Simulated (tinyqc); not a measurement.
Inside a calculation. Method: UHF in the sto-6g basis, for NH3+, spin multiplicity 2. One step of it, computed by the program tinyqc.

Question. Iteration 2: DIIS coefficients. Solve [B -1; -1 0][c; lambda] = [0; -1] for the coefficients, which sum to one.

B (overlaps of the stored error matrices):
```
               1              2
1  1.1979884e+02  5.5962895e+00
2  5.5962895e+00  8.1938751e-01
```

Give: DIIS coefficients.

Answer.

DIIS coefficients: -0.044  1.044
